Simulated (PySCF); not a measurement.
What does the PBE0-D3(BJ)/def2-SVP structure of `c1scc(p1)F` look like in three dimensions?

Z-matrix in Å and degrees, rows numbered from 1:
```
F 
C   1  1.3296
C   2  1.3660  1  120.77
S   3  1.7076  2  114.89  1  -179.92
C   4  1.7036  3   96.07  2    -0.10
P   5  1.7112  4  118.98  3    -0.02
H   3  1.0909  2  125.07  1    -0.00
H   5  1.0924  4  116.51  3   179.99
```

The 5-membered ring C2–C3–S4–C5–P6 has internal angles of 91.4° to 119.0°; it is planar, 0.00 Å rms from its mean plane, widest ring torsion 0°. The C–P distances run from 1.711 Å (C5–P6, aromatic) to 1.788 Å (C2–P6, aromatic), a spread of 0.077 Å. The 6 heavy atoms lie in one plane (0.001 Å rms).

Theory: PBE0-D3(BJ)/def2-SVP geometry optimisation, gas phase in PySCF.

Point group: Cs (every atom within 0.08 Å of its image). Whether it is a minimum is left open (no frequencies).

The run took 23 s of wall time on Arm Neoverse V2, one thread, no GPU, on a shared host, and the process peaked at 0.42 GiB of memory. That covers the optimisation of the geometry.
